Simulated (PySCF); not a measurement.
Species: formimide, C2H3NO2.
Structure used (PBE0-D3(BJ)/def2-TZVP), in Å, numbered top down from 1:
```
atom  x, y, z in Å
O1    -1.6147   -1.1401    0.2045
C2    -1.2445   -0.0063    0.1724
N3     0.0658    0.4234    0.0148
C4     1.2097   -0.3460   -0.1482
O5     1.2624   -1.5373   -0.1863
H6    -1.9282    0.8600    0.2673
H7     0.2046    1.4222    0.0199
H8     2.1016    0.3040   -0.2419
```

Level: wB97X-D/pcSseg-2 in PySCF, non-relativistic, on one gas-phase PBE0-D3(BJ)/def2-TZVP geometry that isn't relaxed in the solvent. The solvent is an IEF-PCM continuum (van der Waals radii × 1.2). Only the electrostatic response of the medium enters.

Gas phase at wB97X-D/pcSseg-2: HOMO -9.62 eV, LUMO 0.52 eV, dipole 5.78 D.

**Question.** What does the continuum do to the energy, the frontier levels and the dipole at wB97X-D/pcSseg-2 in chloroform?

**Answer.** 
```
   solvent      ε  E(solvent) − E(gas) (kJ/mol)  polarisation term (kJ/mol)  distortion of the solute (kJ/mol)  HOMO (eV)  LUMO (eV)  dipole (D)
chloroform  4.711                        -40.79                      -49.75                               8.96      -9.61       0.63        7.16
```

Polarisation term: ½ Σ q·V over the induced surface charges. Distortion: the rise of the solute's own energy as its density leaves the gas-phase optimum.

**Question.** Which radius a makes the point-dipole formula ΔE = −[(ε − 1)/(2ε + 1)]·μ²/a³ give the value in chloroform, with the gas-phase dipole?

**Answer.** μ = 2.275 au and |ΔE| = 0.01553 Eh give a = 2.60 Å; the farthest nucleus lies 2.13 Å from the centroid of the nuclei. The formula assumes a rigid point dipole at the centre of a sphere.

**Question.** Give the dipole vector in the frame of the coordinates (D, pointing from negative to positive charge), gas and chloroform.

**Answer.** Gas (0.78, 5.73, 0.02), solvent (0.97, 7.10, 0.02). Its length changes by +24 % and its direction by less than 1°.

Note: wB97X-D ran without an empirical dispersion term, which enters the total energy and its gradient alone.
